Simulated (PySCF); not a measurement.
Broadened absorption spectrum of C3H5N3

C3H5N3.
Cartesian coordinates in Å at the PBE0-D3(BJ)/def2-SVP level; atoms count from 1:
```xyz
11
C3H5N3 angstrom
N     -1.925   -0.291    0.098
C     -0.569    0.010    0.017
C      0.034    1.293    0.079
N      1.359    1.215    0.036
N      1.622   -0.074   -0.049
C      0.508   -0.859   -0.067
H     -2.179   -1.169   -0.338
H     -2.521    0.453   -0.245
H     -0.458    2.262    0.157
H      2.583   -0.385   -0.096
H      0.561   -1.943   -0.128
```

Method used: TDDFT PBE0/def2-SVPD, vertical, gas phase, core orbitals frozen in the response in PySCF 2.14.0, density-fitted response routines.

Each state is given a Gaussian of 0.3 eV full width at half maximum, with ε(max) = 2.175×10⁸ f / Δν̃ (Δν̃ the width in cm⁻¹). The width is an assumption, not a result. The curve ends short of the highest state used, and states not computed would add to its high-energy end.

```tsv
λ (nm)	ε (L mol⁻¹ cm⁻¹)
180.8	3356
182.9	2455
184.9	1397
187.0	664
189.0	395
191.1	318
193.1	258
195.1	172
197.2	87
199.2	36
201.3	13
203.3	10
205.4	28
207.4	86
209.5	259
211.5	656
213.6	1476
215.6	2695
217.6	4150
219.7	5454
221.7	6007
223.8	5659
225.8	4648
227.9	3323
229.9	2185
232.0	1305
234.0	766
236.0	440
238.1	240
240.1	131
242.2	65
244.2	32
246.3	14
248.3	6
250.4	2
252.4	1
```

Question: Where are the band maxima, and which computed states make them?

Answer: 222 nm (5.59 eV), ε about 6000, made up of S2 (98%) (ε in L mol⁻¹ cm⁻¹; maxima over ε = 5, shares over 10%). At its high-energy end, 6.86 eV, the curve is still rising (ε about 3400, from S5 and S6). The states used: S1 5.36 eV (f 0.0040); S2 5.59 eV (f 0.066); S3 5.81 eV (f 0.0009); S4 6.48 eV (f 0.0032); S5 6.86 eV (f 0.022); S6 6.89 eV (f 0.011); S7 6.92 eV (f 0.0021); S8 7.07 eV (f 0.0055); S9 7.15 eV (f 0.023); S10 7.46 eV (f 0.228).

Question: On this curve, what absorbance would a 10⁻³ mol/L sample give at 193 nm over a 1 cm path?

Answer: 193 nm is 6.424 eV, where ε is about 260 L mol⁻¹ cm⁻¹, so A = ε c l ≈ 0.26 (Beer–Lambert, with the gas-phase spectrum and the assumed width).

Question: Coming from long wavelengths, where does ε first pass 100 L mol⁻¹ cm⁻¹?

Answer: At about 241 nm (5.15 eV), 0.22 eV below S1.

Question: What would ε be at 5.59 eV, the highest of these maxima, with half the width (0.15 eV)?

Answer: About 11800 L mol⁻¹ cm⁻¹ against 6010, a factor of about 1.97; a lone state at its own centre would give exactly 2.

The vertical ionisation energy (ΔSCF) is 7.99 eV, 0.53 eV above S10.
